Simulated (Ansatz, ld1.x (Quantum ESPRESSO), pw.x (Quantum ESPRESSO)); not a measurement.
**Equation-of-state test of one TM potential (iridium (Ir))**

```
Element                 : iridium (Ir)
Generator               : ld1.x (Quantum ESPRESSO) 7.5
Type                    : norm-conserving Troullier–Martins (Kleinman–Bylander form)
Functional              : PBEsol
Relativity              : scalar-relativistic
Frozen core             : [Xe] 4f14
Valence charge          : 9
Reference configuration : 5d7 6s2 6p0
Partial waves           : 6s (bound): rc 2.15 bohr; 5d (bound): rc 1.75 bohr; 6p (bound, empty): rc 2.60 bohr
Local potential         : the p channel
Core correction         : a·sin(br)/r model core inside 1.40 bohr
```

Atomic tests: cutoffs needed: 40 Ry and 50 Ry (the cutoffs (Ry, on a coarse ladder) from which the occupation-weighted sum of valence levels, in a spherical-Bessel basis at the reference potential, stays within 10 and 1 mRy of its value at 400 Ry); ghost test: no extra level below or beside the all-electron valence levels (s, d, p, f tested) (spherical-Bessel basis up to 400 Ry, 20 bohr box); largest excitation error: -292 meV (all-electron minus pseudo) for 5d6 6s0 6p0, out of 7 test configurations.

Crystal test: bcc Ir in pw.x 7.5, no spin, 15³ k-points, Fermi–Dirac smearing 0.01 Ry, cutoffs 60/240 Ry. The reference is all-electron LAPW (Ansatz 0.2.0) with the same functional, mesh and smearing; V0 and B0 come from Birch–Murnaghan fits to the pressures at five volumes. Errors are pseudo minus all-electron; Δ is the rms difference of the E(V) curves that follow from these fits, minima aligned, over ±6 % about the mean V0. Mesh and smearing are coarse, so the numbers serve the comparison and aren't converged zero-temperature values; the lattice is a test structure that the element need not adopt.

| V (Å³/atom) | P all-electron (GPa) | P pseudo (GPa) |
| --- | --- | --- |
| 13.847 | 20.24 | 71.59 |
| 14.212 | 9.56 | 55.34 |
| 14.576 | 0.36 | 41.26 |
| 14.940 | -7.55 | 29.07 |
| 15.305 | -14.36 | 18.51 |

All-electron: a0 = 3.079 Å (V0 = 14.59 Å³/atom), B0 = 339.1 GPa.

Pseudopotential: mean pressure error (GPa): +41.50. The pressure does not cross zero within the volumes sampled, so no fit is given. This is a poor potential for the solid.

Problem. At the middle volume, how do free energy and pressure move when the wave cutoff is lowered (ecutrho kept at four times it)?

Solution.

| cutoff (Ry) | shift of F (meV/atom) | shift of P (GPa) |
| --- | --- | --- |
| 27 | +2440.1 | -121.18 |
| 36 | +181.7 | -14.97 |
| 48 | +3.8 | +0.24 |

The run at the middle volume (120 k-points, 6 iterations) took about 6.3 s on one core of a shared host (Neoverse-V2, 32 threads, 247 GiB, load 10).
